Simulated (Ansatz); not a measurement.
# NaH2O+ (SMILES [OH2+][Na]): one structure at several levels

One table from this session's results is given with a row withheld; the runs are named, their logs left out.

Method: single points in def2-TZVPP; program: Ansatz 0.2.0, Gaussian basis.

Correlated methods freeze the cores. The outer core shell of Li, Na, Mg and K is correlated. B3LYP uses VWN-RPA correlation.

**The starting structure**

SMILES `[OH2+][Na]`, 4 atoms, charge 1, spin multiplicity 1.

Atoms are counted from 1 here; the program's logs count them from 0.

Bond lengths: O1–Na2 1.986 Å, O1–H3 1.001 Å, O1–H4 1.012 Å. Angles: Na2–O1–H3 130.4°, Na2–O1–H4 130.1°, H3–O1–H4 99.5°.

As a file:

```
O    -0.1308    0.0431   -0.1042
Na    1.4434   -0.4502    1.0023
H    -0.9946    0.4772    0.1537
H    -0.2981   -0.0878   -1.0937
```

The first run:

Input file run/in.yaml:

```yaml
crystal:
  periodic: [false, false, false]
  atoms:
    - {symbol: O, position_ang: [-0.130800, 0.043100, -0.104200]}
    - {symbol: Na, position_ang: [1.443400, -0.450200, 1.002300]}
    - {symbol: H, position_ang: [-0.994600, 0.477200, 0.153700]}
    - {symbol: H, position_ang: [-0.298100, -0.087800, -1.093700]}
basis:
  gaussian: {orbitals: def2-TZVPP}
total_charge: 1
correlation: {method: ccsd_t}
output: {forces: true}
```

The command line of these runs was not kept.

Steps of the session up to this table: CCSD(T)/def2-TZVPP; PBE0-D4/def2-TZVPP; wB97M-V/def2-TZVPP; r2SCAN-D4/def2-TZVPP; PBE-D4/def2-TZVPP; r2SCANh-D4/def2-TZVPP; B3LYP-D4/def2-TZVPP.

One of the session's tables, all rows but one given; the rest of the session is left out.

| method | RMS force component (eV/Å) | angle to CCSD(T) forces (°) |
| --- | --- | --- |
| CCSD(T) | 1.454 | reference |
| PBE0-D4 | 1.490 | 0.9 |
| wB97M-V | 1.467 | 1.2 |
| r2SCAN-D4 | ? | ? |
| PBE-D4 | 1.240 | 5.9 |
| r2SCANh-D4 | 1.495 | 0.7 |
| B3LYP-D4 | 1.417 | 2.2 |

**Question.** Estimate the row for r2SCAN-D4.

The run gave: RMS force component (eV/Å): 1.423; angle to CCSD(T) forces (°): 1.1. In the column «RMS force component (eV/Å)» it lies between B3LYP-D4 (1.417) and CCSD(T) (1.454).
